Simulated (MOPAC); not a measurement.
# SOF2 (thionyl fluoride): PM6-DH2X

Wanted: a geometry optimisation of SOF2 (thionyl fluoride). 

The calculation is run with MOPAC 23.2.5.

1 further run of the same task is left out (set aside as unsound or not needed).

**1. The system as given**

SOF2: 4 atoms, total charge 0, spin state singlet. As SMILES, `O=S(F)F`. All atoms were displaced at random from a relaxed shape. The run starts from this shape.

Bond lengths: O1–S2 1.423 Å, S2–F3 1.607 Å, S2–F4 1.579 Å. Angles: O1–S2–F3 106.6°, O1–S2–F4 105.9°, F3–S2–F4 92.7°.

**2. A geometry optimisation at PM6-DH2X**

File job.mop:

```
EF SINGLET CYCLES=300 GNORM=0.02 MULLIK GRADIENTS DISP PM6-DH2X AUX(PRECISION=6) THREADS=1

O=S(F)F
O 0.945172 1 0.063374 1 -1.004020 1
S -0.148864 1 -0.437330 1 -0.243806 1
F -1.147483 1 0.799375 1 -0.005243 1
F 0.332292 1 -0.436419 1 1.259723 1
```

Launch:

```console
mopac job.mop
```

**Question.** What will come out? Wanted: total energy at the end; dipole moment; HOMO energy; LUMO energy; HOMO–LUMO gap; dispersion energy; heat of formation.

**Answer.** As computed:

Level: PM6-DH2X.

```
               quantity            value
total energy at the end     -51.73552 Eh
          dipole moment           3.28 D
            HOMO energy        -10.29 eV
            LUMO energy         -0.20 eV
          HOMO–LUMO gap         10.10 eV
      dispersion energy     -0.09 kJ/mol
      heat of formation  -127.1 kcal/mol
```

What this shows: At the final geometry: Bond lengths: O1–S2 1.433 Å, S2–F3 1.587 Å, S2–F4 1.587 Å. Angles: O1–S2–F3 107.9°, O1–S2–F4 107.8°, F3–S2–F4 89.3°. The optimisation took 22 steps and changed the energy by -0.017 eV.
